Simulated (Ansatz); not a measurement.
**AlHCl2: basis-set convergence**

Aim: see how fast density functionals and correlated methods converge with the basis set for AlHCl2.

The runs use Ansatz 0.2.0, Gaussian basis; one geometry, several basis sets.

The runs, in order: PBE0-D4/def2-SVP; ωB97M-V/def2-SVP; PBE0-D4/def2-QZVPP; ωB97M-V/def2-QZVPP; CCSD(T)/cc-pV(D+d)Z; CCSD(T)/cc-pV(T+d)Z; CCSD(T)/cc-pV(Q+d)Z; the functionals' def2-TZVPP values are taken from earlier runs.

### Step 1. The geometry

All runs share one geometry, relaxed beforehand with PBE0-D4/def2-TZVP.

4 atoms, charge 0, spin multiplicity 1.

Atoms are counted from 1 here; the program's logs count them from 0.

Bond lengths: Cl1–Al2 2.082 Å, Al2–Cl3 2.082 Å, Al2–H4 1.563 Å. Angles: Cl1–Al2–Cl3 118.2°, Cl1–Al2–H4 120.9°, Cl3–Al2–H4 120.9°.

### Step 2. PBE0-D4 in def2-SVP

Input file in.yaml:

```yaml
crystal:
  periodic: [false, false, false]
  atoms:
    - {symbol: Cl, position_ang: [-1.277891, 0.641289, 1.390737]}
    - {symbol: Al, position_ang: [0.128084, 0.067687, -0.033761]}
    - {symbol: Cl, position_ang: [-0.163086, -1.736132, -1.031986]}
    - {symbol: H, position_ang: [1.368393, 0.966757, -0.345289]}
basis:
  gaussian: {orbitals: def2-SVP}
hamiltonian: {xc: pbe0, dispersion: d4}
output: {orbitals: {seedname: orbitals}}
```

Command:

```console
> ansatz run in.yaml --threads 4 --pin off --events-out ev --progress --plain --max-ram 10444MiB
```

The runs that follow: ωB97M-V in def2-SVP; PBE0-D4 in def2-QZVPP; ωB97M-V in def2-QZVPP; CCSD(T) in cc-pV(D+d)Z; CCSD(T) in cc-pV(T+d)Z; CCSD(T) in cc-pV(Q+d)Z.

Before running them: what should the planned runs give, taken together? Wanted: MP2 correlation recovered, cc-pV(D+d)Z; MP2 correlation recovered, cc-pV(T+d)Z; MP2 correlation recovered, cc-pV(Q+d)Z; difference of two CCSD(T) limits: def2 sets; PBE0-D4: double and triple zeta above quadruple; ωB97M-V: double and triple zeta above quadruple.

As calculated:

| quantity | value |
| --- | --- |
| MP2 correlation recovered, cc-pV(D+d)Z | 63.3 % |
| MP2 correlation recovered, cc-pV(T+d)Z | 85.2 % |
| MP2 correlation recovered, cc-pV(Q+d)Z | 93.9 % |
| difference of two CCSD(T) limits: def2 sets (earlier runs) less this series | -156 meV |
| PBE0-D4: double and triple zeta above quadruple | 11.93, 0.94 eV |
| ωB97M-V: double and triple zeta above quadruple | 11.78, 0.90 eV |

For PBE0-D4 the step from double to triple zeta gains 10.98 eV and the next only 0.94 eV. Correlation climbs from 63 % (cc-pV(D+d)Z) to 94 % (cc-pV(Q+d)Z) of the limit; Hartree-Fock is 0.082 eV from its own by then. A limit from the def2 sets, made apart, differs by 156 meV, a least measure of the doubt on such a limit. These are total energies; as a rule much of such shifts cancels in differences, which this series doesn't test.
